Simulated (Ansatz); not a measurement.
Start from `C=C(C=O)CCl` and change one atom or group to get `C=C(C=O)CC`.

Ansatz, PBE0-D4/def2-TZVP geometries, multiplicity 1. Each molecule was computed in one conformer, which needn't be the lowest.

```
                                          property  `C=C(C=O)CCl`
              HOMO–LUMO gap (PBE0/def2-TZVPP) / eV           5.69
size of the dipole moment (ωB97M-V/def2-TZVPP) / D           3.76
             HOMO–LUMO gap (B3LYP/def2-TZVPP) / eV           5.23
               HOMO–LUMO gap (PBE/def2-TZVPP) / eV           3.05
               HOMO energy (B3LYP/def2-TZVPP) / eV          -7.54
             LUMO energy (ωB97M-V/def2-TZVPP) / eV           0.10
```

What does the change do to each property? (Best estimate.)

The calculation gave: 
| property | `C=C(C=O)CC` | shift |
| --- | --- | --- |
| HOMO–LUMO gap (PBE0/def2-TZVPP) / eV | 5.77 | 0.08 |
| size of the dipole moment (ωB97M-V/def2-TZVPP) / D | 2.83 | -0.93 |
| HOMO–LUMO gap (B3LYP/def2-TZVPP) / eV | 5.31 | 0.08 |
| HOMO–LUMO gap (PBE/def2-TZVPP) / eV | 3.13 | 0.08 |
| HOMO energy (B3LYP/def2-TZVPP) / eV | -7.25 | 0.29 |
| LUMO energy (ωB97M-V/def2-TZVPP) / eV | 0.47 | 0.37 |

With PBE0 the HOMO rises by 0.30 eV and the LUMO rises by 0.38 eV, so the gap widens by about 0.08 eV. PBE moves the HOMO by 0.29 eV and ωB97M-V by 0.28 eV. The zero-point energy changes by 97.4 kJ/mol with +9 modes. Dipoles are sizes alone; their direction can turn.

Positive LUMOs are unbound, so they and the gaps depend on the basis.

B3LYP here is the variant with VWN-RPA as its local correlation; programs differ in this.
